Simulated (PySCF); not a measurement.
# Electric properties by functional and basis

Species: HOCN.
Geometry (PBE0-D3(BJ)/def2-SVP, Å), atoms numbered from 1 in this order:
```xyz
4
CHNO angstrom
N      0.375   -1.575   -0.147
C      0.147   -0.440   -0.067
O     -0.088    0.818    0.082
H     -0.433    1.197   -0.739
```

PySCF, dipoles from the SCF density, polarisabilities from static response with core orbitals frozen. Geometry: PBE0-D3(BJ)/def2-SVP; no solvent, vibrations or thermal averaging.

Question: Compare the levels for these properties.

Answer: 

```json
{"level": "LDA/def2-SVPD", "μ (D)": "4.011", "error (%)": "+5.6", "α (Å³)": "3.31", "anisotropy (Å³)": "2.18"}
{"level": "PBE/def2-SVPD", "μ (D)": "3.935", "error (%)": "+3.6", "α (Å³)": "3.29", "anisotropy (Å³)": "2.19"}
{"level": "B3LYP/def2-SVPD", "μ (D)": "3.953", "error (%)": "+4.0", "α (Å³)": "3.21", "anisotropy (Å³)": "2.11"}
{"level": "PBE0/def2-SVPD", "μ (D)": "3.968", "error (%)": "+4.4", "α (Å³)": "3.17", "anisotropy (Å³)": "2.07"}
{"level": "BHandHLYP/def2-SVPD", "μ (D)": "3.995", "error (%)": "+5.1", "α (Å³)": "3.10", "anisotropy (Å³)": "2.00"}
{"level": "CAM-B3LYP/def2-SVPD", "μ (D)": "3.977", "error (%)": "+4.7", "α (Å³)": "3.18", "anisotropy (Å³)": "2.07"}
{"level": "wB97X-D/def2-SVPD", "μ (D)": "3.991", "error (%)": "+5.0", "α (Å³)": "3.21", "anisotropy (Å³)": "2.05"}
{"level": "LC-wPBE/def2-SVPD", "μ (D)": "3.978", "error (%)": "+4.7", "α (Å³)": "3.14", "anisotropy (Å³)": "2.04"}
{"level": "HF/def2-SVPD", "μ (D)": "4.096", "error (%)": "+7.8", "α (Å³)": "3.00", "anisotropy (Å³)": "1.88"}
{"level": "PBE0/6-31G*", "μ (D)": "3.965", "error (%)": "+4.3", "α (Å³)": "2.34", "anisotropy (Å³)": "2.51"}
{"level": "PBE0/def2-SVP", "μ (D)": "3.962", "error (%)": "+4.3", "α (Å³)": "2.35", "anisotropy (Å³)": "2.36"}
{"level": "PBE0/6-31+G*", "μ (D)": "4.040", "error (%)": "+6.3", "α (Å³)": "2.83", "anisotropy (Å³)": "2.67"}
{"level": "PBE0/aug-cc-pVDZ", "μ (D)": "3.981", "error (%)": "+4.8", "α (Å³)": "3.24", "anisotropy (Å³)": "2.19"}
{"level": "PBE0/def2-TZVP", "μ (D)": "4.038", "error (%)": "+6.3", "α (Å³)": "2.91", "anisotropy (Å³)": "2.35"}
{"level": "PBE0/def2-TZVPD", "μ (D)": "3.990", "error (%)": "+5.0", "α (Å³)": "3.28", "anisotropy (Å³)": "2.13"}
{"level": "PBE0/aug-cc-pVTZ", "μ (D)": "3.999", "error (%)": "+5.2", "α (Å³)": "3.30", "anisotropy (Å³)": "2.14"}
```

Reference dipole: 3.800 D (computed, CCSD(T)/CBS, all electrons, equilibrium geometry, gas; Hait, Head-Gordon, J. Chem. Theory Comput. 14 (2018) 1969). The anisotropy is √(½[(α1 − α2)² + (α2 − α3)² + (α3 − α1)²]). For the dipole, the smallest error is 3.6% (PBE/def2-SVPD) and the largest 7.8% (HF/def2-SVPD). The dipole runs from 3.93 D (PBE/def2-SVPD) to 4.10 D (HF/def2-SVPD). No reference polarisability is at hand; against PBE0 in the largest diffuse basis at hand (aug-cc-pVTZ) the other PBE0 rows deviate by 6-31G* -29%, def2-SVP -29%, 6-31+G* -14%, def2-SVPD -4%, aug-cc-pVDZ -2%, def2-TZVP -12%, def2-TZVPD -1%. In one basis (def2-SVPD) the functionals order the polarisability from HF (lowest) to LDA (highest), a spread of 10%. With PBE0 the polarisability is 2.53 Å³ without diffuse functions (mean of 6-31G*, def2-SVP and def2-TZVP) and 3.17 Å³ with them (mean of 6-31+G*, def2-SVPD, aug-cc-pVDZ, def2-TZVPD and aug-cc-pVTZ).
